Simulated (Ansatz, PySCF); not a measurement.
Species: methyl chloride, CH3Cl, net charge 0, singlet state. SMILES: CCl
Geometry: optimised at B3LYP-D3(BJ)/def2-TZVP (Ansatz, an electronic-structure program).

Wanted: atomisation energy (electronic, to ground-state atoms), in kcal/mol. Cores are frozen in the correlated levels unless marked. UHF or UKS for open shells. No spin-orbit coupling. No relativistic terms. The coupled-cluster limit lacks core correlation, which all-electron functionals hold. Basis-set limits of correlation are two-point, X^-3; Hartree-Fock from the larger set.

```
level                                        program  atomisation energy (kcal/mol)
------------------------------------  --------------  -----------------------------
B3LYP-D3(BJ)/def2-TZVPD               Ansatz + dftd3                          394.7
PW6B95-D3(BJ)/def2-TZVPD               PySCF + dftd3                          395.8
SCS-MP2/def2-SVPD                             Ansatz                          378.4
CCSD/6-31G                                    Ansatz                          332.1
CCSD(T)/CBS(def2-TZVPPD,def2-QZVPPD)          Ansatz                              ?
```

Q: What belongs in the gaps?

A: 
- CCSD(T)/CBS(def2-TZVPPD,def2-QZVPPD), atomisation energy (kcal/mol): 394.9
